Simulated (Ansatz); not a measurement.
in.yaml

```yaml
crystal:
  periodic: [false, false, false]
  atoms:
    - {symbol: Si, position_ang: [0.069990, 0.027709, 1.658637]}
    - {symbol: O, position_ang: [-0.094885, 0.063716, 0.052720]}
    - {symbol: Si, position_ang: [-0.018264, -0.112274, -1.621447]}
    - {symbol: H, position_ang: [0.064844, 1.344970, -1.873124]}
basis:
  gaussian: {orbitals: def2-SVP}
magnetization: {spin_polarized: false, initial_magnetization: 1}
correlation: {method: fic_mrcisd_q, electrons: valence, active_space: {window: {electrons: 3, orbitals: 3}, places: [1, 2]}}
```

```sh
$ ansatz run in.yaml --threads 1 --pin off --events-out ev --progress --plain --max-ram 2393MiB
```

Problem. One thing in this input was set wrong on purpose, beside settings that are merely unusual. What is the gravest fault, and what does the program do?

Solution. Two definitions of the active space. How the run ends: refused.
```
Error: invalid value for `correlation.active_space`: name one of window, places and ras
```
